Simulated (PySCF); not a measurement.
**H2S (hydrogen sulfide): levels of theory compared**

Aim: a comparison of 4 runs (B2PLYP/6-31G*, PBE/6-31G*, UMP2/6-31G*, CCSDTQ/6-31G*) of H2S (hydrogen sulfide). Input form: a Python script.

The calculation is run with PySCF 2.14.0.

2 further runs of the same task are left out: 2 set aside as unsound or not needed.

## (1) Starting point

H2S: 3 atoms, total charge 0, spin state singlet. SMILES: `S`. The S1–H3 distance was set to 2.951 Å, away from the relaxed value. At this shape a bond of the SMILES string is far longer than usual.

Bond lengths: S1–H2 1.341 Å.

## (2) The energy at B2PLYP/6-31G(d) (spherical functions) (run 1)

The input, job.py:

```python
from pyscf import gto, dft, mp

mol = gto.M(
    atom=[
    ('S', (1.802191, 0.243205, 1.024147)),
    ('H', (1.404591, 1.521505, 0.942647)),
    ('H', (-0.593400, -0.717100, -0.406300)),
],
    spin=0,
    basis='6-31g*',
    max_memory=1860,
    verbose=4,
    charge=0,
)

mf = dft.RKS(mol, xc='0.53*HF + 0.47*B88, 0.73*LYP')
mf.conv_tol = 1e-10
mf.grids.level = 5
mf.kernel()
if not mf.converged:
    mf = mf.newton().run(mf.mo_coeff, mf.mo_occ)

pt = mp.MP2(mf, frozen=5).run()
e_tot = mf.e_tot + 0.27 * pt.e_corr
print('PT2 part  %.8f' % (0.27 * pt.e_corr))
print('Final energy', e_tot)
```

The run is started by

```sh
OMP_NUM_THREADS=1 python job.py
```

The log of the run:

```text
PySCF version 2.14.0

[INPUT] num. atoms = 3
[INPUT] num. electrons = 18
[INPUT] charge = 0
[INPUT] spin (= nelec alpha-beta = 2S) = 0
[INPUT] symmetry False subgroup None
[INPUT] Mole.unit = angstrom
[INPUT] Symbol           X                Y                Z      unit          X                Y                Z       unit  Magmom
[INPUT]  1 S      1.802191000000   0.243205000000   1.024147000000 AA    3.405647414156   0.459590842125   1.935357341295 Bohr   0.0
[INPUT]  2 H      1.404591000000   1.521505000000   0.942647000000 AA    2.654292307029   2.875227747156   1.781344662143 Bohr   0.0
[INPUT]  3 H     -0.593400000000  -0.717100000000  -0.406300000000 AA   -1.121363482317  -1.355122603926  -0.767795724411 Bohr   0.0

[... 66 lines left out ...]
converged SCF energy = -398.9763725575
[... 1 line left out ...]
******** <class 'pyscf.mp.mp2.RMP2'> ********
nocc = 4, nmo = 17
frozen orbitals 5
E(RMP2) = -399.213561294414  E_corr = -0.237188736913361
E(SCS-RMP2) = -399.232352838727  E_corr = -0.255980281226838
E_corr(same-spin) = -0.0330533112336863
E_corr(oppo-spin) = -0.204135425679675
PT2 part  -0.06404096
Final energy -399.04041351646674
```

Run time: 2 s. Hardware: 1 thread of Arm Neoverse V1, shared host; peak memory 0.18 GiB.

## (3) A single-point energy at PBE/6-31G(d) (spherical functions) (run 2)

The input, job.py:

```python
from pyscf import gto, dft

mol = gto.M(
    atom='S 1.802191 0.243205 1.024147; H 1.404591 1.521505 0.942647; H -0.593400 -0.717100 -0.406300',
    charge=0,
    spin=0,
    max_memory=1860,
    verbose=3,
    basis='6-31g*',
)

myscf = dft.RKS(mol, xc='pbe')
myscf.conv_tol = 1e-10
myscf.grids.level = 5
myscf.kernel()
if not myscf.converged:
    myscf = myscf.newton().run(myscf.mo_coeff, myscf.mo_occ)

e_tot = myscf.e_tot
print('Final energy', e_tot)
```

The run is started by

```sh
OMP_NUM_THREADS=1 python job.py
```

The log of the run:

```text
converged SCF energy = -399.022445049979
Final energy -399.02244504997856
```

Run time: 3.6 s. Hardware: 1 thread of Arm Neoverse V1, shared host; peak memory 0.18 GiB.

Run 3 isn't shown in full; the table further down has it.

## (4) A single-point energy at CCSDTQ/6-31G(d) (spherical functions) (run 4)

The input, run.py:

```python
from pyscf import gto, scf, cc

mol = gto.M(
    atom=[
    ('S', (1.802191, 0.243205, 1.024147)),
    ('H', (1.404591, 1.521505, 0.942647)),
    ('H', (-0.593400, -0.717100, -0.406300)),
],
    max_memory=1860,
    basis='6-31g*',
    verbose=3,
)

calc0 = scf.RHF(mol)
calc0.conv_tol = 1e-10
calc0.kernel()
if not calc0.converged:
    calc0 = calc0.newton().run(calc0.mo_coeff, calc0.mo_occ)

mycc = cc.CCSDTQ(calc0, frozen=5)
mycc.kernel()
e_final = mycc.e_tot
print('Final energy', e_final)
```

The run is started by

```sh
OMP_NUM_THREADS=1 python run.py
```

The log of the run:

```text
converged SCF energy = -398.447498359033
_make_eris_incore_RCCSDTQ

WARN: A large `blksize` is being used, which may cause large memory consumption
      for storing contraction intermediates. If memory is sufficient, consider using
      `pyscf.cc.rccsdtq_highm.RCCSDTQ` instead.

RCCSDTQ converged
E(RCCSDTQ) = -398.6870950049664   E_corr = -0.2395966459331491
E_corr(same-spin) = -0.0229223821080724
E_corr(oppo-spin) = -0.216674263825077
Final energy -398.6870950049664
```

Wall time 3.4 min (1 thread of Arm Neoverse V1, shared host); peak memory 0.51 GiB.

## (5) All runs side by side

```csv
run,level,frozen core orbitals,integration grid,energy (Eh),dipole moment (D) of the reference,HOMO energy (eV),LUMO energy (eV),wall time
1,B2PLYP/6-31G* (spherical functions),5,5,-399.040414,1.25,-8.55,-4.30,2 s
2,PBE/6-31G* (spherical functions),–,5,-399.022445,1.29,-6.07,-5.99,3.6 s
3,UMP2/6-31G* (spherical functions),5,–,-398.659240,1.07,-10.24,0.30,0.91 s
4,CCSDTQ/6-31G* (spherical functions),5,–,-398.687095,1.26,-9.44,-2.50,3.4 min
```

## (6) Outcome

| quantity | value |
| --- | --- |
| run 4: total energy | -398.68710 Eh |
| run 4: dipole moment (Hartree–Fock density) | 1.26 D |
| run 4: HOMO energy (Hartree–Fock orbitals) | -9.44 eV |
| run 4: LUMO energy (Hartree–Fock orbitals) | -2.50 eV |
| run 4: HOMO–LUMO gap (Hartree–Fock orbitals) | 6.95 eV |
| run 4: correlation energy (5 core orbitals frozen) | -239.6 mEh |
| run 4: T1 diagnostic | 0.033 |

In words: Totals of different functionals can't be ranked against each other. In runs 1, 2 a closed-shell determinant meets a far-stretched bond, which it describes badly. Spin contamination of the reference: run 3 ⟨S²⟩ = 0.98. Where it is this large, the reference is a mixture of spin states, and values that rest on it are in doubt. All runs together took 3.5 min, the longest 3.4 min.
